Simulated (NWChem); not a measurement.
Li, doublet

Computed with NWChem. Pople sets run with spherical d functions. Spin-unrestricted. No stability test was run on the SCF state. Fermi-contact couplings, non-relativistic, static geometry.

Q: Order these by “A(iso) 7Li atom 1 (MHz)”, lowest first: CAM-B3LYP/cc-pVTZ; CAM-B3LYP/def2-SVP; CAM-B3LYP/def2-TZVP; CAM-B3LYP/6-31G*.

A: CAM-B3LYP/6-31G* (378), CAM-B3LYP/def2-TZVP (459), CAM-B3LYP/cc-pVTZ (474), CAM-B3LYP/def2-SVP (507)
